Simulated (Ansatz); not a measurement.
```yaml
crystal:
  periodic: [false, false, false]
  atoms:
    - {symbol: Ti, position_ang: [0.024793, 0.000504, -0.847481]}
    - {symbol: N, position_ang: [-0.046243, 0.584659, 1.448342]}
    - {symbol: N, position_ang: [-0.038486, -0.586383, 1.447872]}
basis:
  gaussian: {orbitals: def2-TZVP}
hamiltonian: {xc: pbe0}
relax: {f_tol: 0.004, max_steps: 80}
```

```sh
$ ansatz run in.yaml --threads 1 --pin off --events-out ev --progress --plain --max-ram 2176MiB
```

Steps of the relaxation (energy above the last step; positions in Å, forces in eV/Å):

```
3
step 1, 768.7 meV
Ti    0.025    0.001   -0.847   -0.070   -0.001    2.395
N    -0.046    0.585    1.448    0.060   -3.740   -1.199
N    -0.038   -0.586    1.448    0.010    3.742   -1.196
```

```
3
step 2, 129.9 meV
Ti    0.019    0.000   -0.651   -0.036   -0.001    1.232
N    -0.043    0.569    1.350    0.004    2.169   -0.615
N    -0.036   -0.571    1.350    0.032   -2.168   -0.617
```

```
3
step 3, 100.6 meV
Ti    0.015    0.000   -0.520    0.057    0.001   -1.945
N    -0.041    0.577    1.285   -0.049    3.129    0.974
N    -0.034   -0.579    1.284   -0.008   -3.130    0.971
```

```
3
step 6, 0.0 meV
Ti    0.017    0.000   -0.567    0.000    0.000   -0.003
N    -0.042    0.589    1.308    0.000    0.006    0.002
N    -0.034   -0.591    1.307    0.000   -0.006    0.002
```

```
3
step 7, 0.0 meV
Ti    0.017    0.000   -0.567    0.000    0.000    0.000
N    -0.042    0.589    1.308    0.000    0.000    0.000
N    -0.034   -0.591    1.308    0.000    0.000    0.000
```

Close pairs at the end: N2–N3 1.180 Å, Ti1–N3 1.966 Å, Ti1–N2 1.966 Å.

A stationary point of restricted PBE0 after 7 steps (its stability towards spin polarisation wasn't tested); no frequencies were run, so it isn't proven a minimum. 65 s on 1 thread of Arm Neoverse V2, shared host.
